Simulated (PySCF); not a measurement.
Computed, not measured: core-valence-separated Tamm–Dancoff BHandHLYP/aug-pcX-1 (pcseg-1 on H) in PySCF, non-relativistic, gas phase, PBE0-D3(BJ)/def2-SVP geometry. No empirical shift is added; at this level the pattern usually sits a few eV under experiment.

Main lines of an unknown, eV (oscillator strength): C K: 283.3 (0.078), 285.4 (0.008), 285.8 (0.012), 285.9 (0.026), 286.4 (0.041); O K: 528.7 (0.050), 534.4 (0.006). Listed: the first five lines at most of each edge with a tenth or more of its strongest line's intensity; roots within 0.03 eV on the same or equivalent atoms are summed. Only the lowest roots were sought, and the top ones are left out.

Question: Which candidate gives them?
A. `C#COCC`
B. `C1=COCC1`
C. `O=C1CCC1`
D. `C/C=C/C=O`

Answer: C. 

- `O=C1CCC1`: C K: 283.3 (0.078), 285.4 (0.008), 285.8 (0.012), 285.9 (0.026), 286.4 (0.041); O K: 528.7 (0.050), 534.4 (0.006). First C line listed at 283.3 eV, hole on the ketone carbonyl carbon (1s→π*); first O line listed at 528.7 eV, hole on the ketone oxygen (1s→π*).
- `C#COCC`: C K: 283.8 (0.056), 284.6 (0.050), 285.4 (0.066), 285.5 (0.011), 285.7 (0.071); O K: 534.6 (0.012), 535.2 (0.016), 535.7 (0.017), 535.9 (0.015), 536.1 (0.009). First C line listed at 283.8 eV, hole on the terminal alkyne carbon (1s→π*); first O line listed at 534.6 eV, hole on the ether oxygen.
- `C/C=C/C=O`: C K: 282.2 (0.067), 282.5 (0.040), 283.2 (0.074), 285.5 (0.021), 285.7 (0.008); O K: 528.2 (0.049). First C line listed at 282.2 eV, hole on the alkene CH carbon (1s→π*); first O line listed at 528.2 eV, hole on the aldehyde oxygen (1s→π*).
- `C1=COCC1`: C K: 283.2 (0.054), 284.3 (0.071), 285.5 (0.014), 285.8 (0.014), 286.1 (0.020); O K: 533.5 (0.014), 534.1 (0.020), 534.5 (0.013), 535.1 (0.005), 535.7 (0.020). First C line listed at 283.2 eV, hole on the alkene CH carbon (1s→π*); first O line listed at 533.5 eV, hole on the cyclic ether oxygen.

One conformer each; other structures than these candidates weren't tested.
